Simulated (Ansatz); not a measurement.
System: 1T (CdI2-type) SnS2. Method: PBE-D3(BJ) (Ansatz, an electronic-structure program, plane waves, PAW).

Rigid layers of the crystal as relaxed at this level are moved apart or together:

```csv
run,k mesh,layer repeat (Å),energy against free layers (meV/Å²),gap on the mesh (eV)
1,12×12×6,5.6,-19.10,0.993
2,12×12×6,5.75,-19.89,1.182
3,12×12×6,5.9,-19.81,1.355
4,12×12×6,6.1,-18.83,1.509
5,12×12×6,6.4,-16.43,1.531
6,12×12×6,6.9,-12.07,1.550
7,12×12×4,7.9,-6.04,1.580
8,12×12×4,9.9,-1.81,1.591
```

The lowest energy of these points lies at a layer repeat of 5.75 Å.

Spin–orbit coupling is not included.
